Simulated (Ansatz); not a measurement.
Bond stretch in BeH, doublet.

UKS-PBE = Ansatz (a program for electronic structure) with unrestricted PBE/aug-cc-pVQZ; UKS-CAM-B3LYP = unrestricted CAM-B3LYP/aug-cc-pVQZ in Ansatz; ROCCSD(T) = Ansatz with CCSD(T) on ROHF/aug-cc-pVQZ, frozen core; UCCSD(T) = Ansatz with CCSD(T) on UHF/aug-cc-pVQZ, frozen core; FCI = full CI/aug-cc-pVQZ, frozen core (Ansatz).

Cost and accuracy over the 22 points of the scan, with FCI as yardstick. Costs are rough ratios of core time within Ansatz on shared cores, each with its mean field (Kohn-Sham runs search longer for lower solutions than correlated ones do); the miss is the largest error against full CI of the curve after the mean shift, in kJ/mol.

Task: Which of them comes closest to FCI within 3 times the cost of the cheapest?

Result: UKS-PBE, 17.5 kJ/mol off at most.

```csv
level,relative cost,largest error
UKS-PBE,1,17.5
UKS-CAM-B3LYP,2,21.9
ROCCSD(T),5,1.2
UCCSD(T),8,0.6
```

Costs within a factor of two of each other count as equal.

The T1 diagnostic of CCSD on the restricted reference of ROCCSD(T) exceeds 0.045 at 1.85 to 2.70 Å. The unrestricted determinant behind UCCSD(T) is spin-contaminated at 2.05 to 5.42 Å (<S²> up to 1.0, against 0.75 for a pure doublet).
